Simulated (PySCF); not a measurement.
## Relaxation of triplet Al₃⁺

Computed with UPBE0 in PySCF with Al def2-TZVP; no relativity; density-fitted integrals. A (50,194) grid was used.

A start displaced from a saddle point along its imaginary mode, of C2v symmetry, held to at least that symmetry:

Coordinates in bohr (charge 1 multiplicity 3):
```
Al    0.1380    0.4518    0.0000
Al   -0.0690   -0.2259    4.9141
Al   -0.0690   -0.2259   -4.9141
```

Q: What does it relax to?

A: It ends at D3h with Al–Al 2.672 Å (×3); Al–Al–Al 60.0° (×3) (after a last refinement on a finer grid). A frequency run shows a minimum. Other isomers or separated fragments may lie lower.

Q: How much energy is released, and in how many steps?

A: 91.0 kJ/mol in 13 steps.
